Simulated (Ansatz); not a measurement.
**SiHCl (triplet): from Hartree-Fock to the top rungs at distance Cl1–H2 along a hydrogen transfer = 2.072 Å, 6-31G**

How much of the correlation energy of SiHCl (triplet) does each wave-function method recover here?

Computed with Ansatz 0.2.0, Gaussian basis. Level: 6-31G, core rule «outside noble gas», up to 10 orbitals frozen.

Plan: UHF; CCSD(T) on ROHF; CCSD(T) on UHF; BCCD(T) on ROHF; CISD; CCSDT(Q) on ROHF; CCSDT(Q) on UHF; CCSDTQ on ROHF; CCSDTQ on UHF; CASSCF and MRCISD+Q, 4 electrons in 4 orbitals; CASSCF and NEVPT2, 4 electrons in 4 orbitals; CASSCF and MRCISD+Q, 12 electrons in 9 orbitals; CASSCF and NEVPT2, 12 electrons in 9 orbitals; Full CI.

## (1) What is computed

The geometry derives from fragments relaxed apart (PBE0/def2-TZVP) and kept rigid, so it is no stationary point. A hydrogen atom is moved between rigid fragments.

3 atoms, charge 0, spin multiplicity 3.

Atoms are counted from 1 here; the program's logs count them from 0.

Bond lengths: H2–Si3 1.440 Å.

## (2) UHF

in.yaml

```yaml
crystal:
  periodic: [false, false, false]
  atoms:
    - {symbol: Cl, position_ang: [0.000000, 0.000000, -1.861333]}
    - {symbol: H, position_ang: [0.000000, 0.000000, 0.210667]}
    - {symbol: Si, position_ang: [0.000000, 0.000000, 1.650667]}
basis:
  gaussian: {orbitals: 6-31G}
magnetization: {spin_polarized: true, initial_magnetization: 2}
hamiltonian: {xc: hf}
output: {orbitals: {seedname: orbitals}}
```

Started as:

```console
$ ansatz run in.yaml --threads 1 --pin off --events-out ev --progress --plain --max-ram 2816MiB --backend cpu
```

Further steps of the session: CCSD(T) on ROHF; CCSD(T) on UHF; BCCD(T) on ROHF; CISD; CCSDT(Q) on ROHF; CCSDT(Q) on UHF; CCSDTQ on ROHF; CCSDTQ on UHF; CASSCF and MRCISD+Q, 4 electrons in 4 orbitals; CASSCF and NEVPT2, 4 electrons in 4 orbitals; CASSCF and MRCISD+Q, 12 electrons in 9 orbitals; CASSCF and NEVPT2, 12 electrons in 9 orbitals; Full CI.

Q: Predict the results of all the runs planned. Wanted: FCI below the RHF energy; RMP2 from FCI; UMP2 from FCI; RCCSD from FCI; RCCSD(T) from FCI; UCCSD(T) from FCI; RCCSDT(Q) from FCI; UCCSDT(Q) from FCI; NEVPT2 valence from FCI.

**Answer**, as computed:

| quantity | value |
| --- | --- |
| FCI below the RHF energy | -2.3475 eV |
| RMP2 from FCI | +64.2 kJ/mol |
| UMP2 from FCI | +62.4 kJ/mol |
| RCCSD from FCI | +4.2 kJ/mol |
| RCCSD(T) from FCI | +1.2 kJ/mol |
| UCCSD(T) from FCI | +1.2 kJ/mol |
| RCCSDT(Q) from FCI | +0.1 kJ/mol |
| UCCSDT(Q) from FCI | 0.0 kJ/mol |
| NEVPT2 valence from FCI | +46.0 kJ/mol |
| MRCISD+Q valence from FCI | +6.8 kJ/mol |
| levels within 1 kcal/mol (43 meV) | UCCSD, RCCSD(T), UCCSD(T), BCCD(T), RCCSDT, UCCSDT, RCCSDT(Q), UCCSDT(Q), RCCSDTQ, UCCSDTQ |
| T1 diagnostic | 0.035 |
| effectively unpaired electrons | 2.04 |

What this shows: RCCSD(T) lands +1.2 kJ/mol from the yardstick (0.5 % of the correlation energy). One determinant dominates. Of the multireference levels listed MRCISD+Q valence comes nearest in total energy (+6.8 kJ/mol), which doesn't show that its space is the better one. These misses are within one basis, not against nature; the frozen cores of restricted and unrestricted runs differ, which can shift their rows.
